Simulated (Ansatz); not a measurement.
```yaml
crystal:
  periodic: [false, false, false]
  atoms:
    - {symbol: F, position_ang: [1.978823, 0.831721, -1.512981]}
    - {symbol: C, position_ang: [0.935783, 0.502322, -0.766527]}
    - {symbol: C, position_ang: [0.746130, -0.665090, -0.104743]}
    - {symbol: C, position_ang: [-0.492416, -0.653188, 0.590454]}
    - {symbol: C, position_ang: [-1.186393, 0.505458, 0.431748]}
    - {symbol: S, position_ang: [-0.351487, 1.618360, -0.569402]}
    - {symbol: H, position_ang: [1.454594, -1.480951, -0.117700]}
    - {symbol: H, position_ang: [-0.851364, -1.481002, 1.186936]}
    - {symbol: H, position_ang: [-2.145270, 0.776069, 0.845115]}
basis:
  gaussian: {orbitals: cc-pVDZ}
hamiltonian: {xc: {name: revPBE}}
output: {forces: true}
```

```sh
$ ansatz run in.yaml --threads 4 --pin off --events-out ev --progress --plain --max-ram 10444MiB
```

Output, abridged:

```
Functional definition: revPBE
1281 factors; their error is unknown
mean field evaluation 1: about -17732.3951 eV, gradient 6.8e1 eV
mean field evaluation 2: about -17686.4560 eV, gradient 1.4e2 eV
mean field evaluation 4: about -17743.7359 eV, gradient 2.0e1 eV
mean field evaluation 8: about -17744.7816 eV, gradient 1.7e-1 eV
mean field evaluation 16: about -17744.7217 eV, gradient 2.0e-3 eV
mean field -17744.72168541 eV, -652.1064941346 hartree, gradient 2.8e-5 eV, S^2 0.000000; 0 other end points of the search recorded, 0 dependent functions left out
reference -17744.72171917 eV, -652.1064953752 hartree; 26, 26 occupied and 77, 77 virtual orbitals, 1281 factors
Total energy: -17744.72171917 eV, -652.1064953752 hartree
Atom 0 at     1.978823     0.831721    -1.512981 Å, force     0.889971     0.324289    -0.657313 eV/Å
Atom 1 at     0.935783     0.502322    -0.766527 Å, force     0.248424     0.062141    -0.172312 eV/Å
Atom 2 at     0.746130    -0.665090    -0.104743 Å, force     0.036677    -0.683103     0.307498 eV/Å
Atom 3 at    -0.492416    -0.653188     0.590454 Å, force     0.158186    -0.630915     0.206928 eV/Å
Atom 4 at    -1.186393     0.505458     0.431748 Å, force    -0.593144     0.219359     0.232207 eV/Å
Atom 5 at    -0.351487     1.618360    -0.569402 Å, force    -0.379034     1.422229    -0.461408 eV/Å
Atom 6 at     1.454594    -1.480951    -0.117700 Å, force     0.377166    -0.431480    -0.007931 eV/Å
Atom 7 at    -0.851364    -1.481002     1.186936 Å, force    -0.196604    -0.450460     0.325388 eV/Å
Atom 8 at    -2.145270     0.776069     0.845115 Å, force    -0.541642     0.167940     0.226944 eV/Å
Dipole moment:    -0.143627    -0.112549     0.134645 e Å
```

Hardware: 4 threads of an Arm Neoverse V1 on a shared host. Wall time 1.1 s, peak host memory 0.51 GiB.
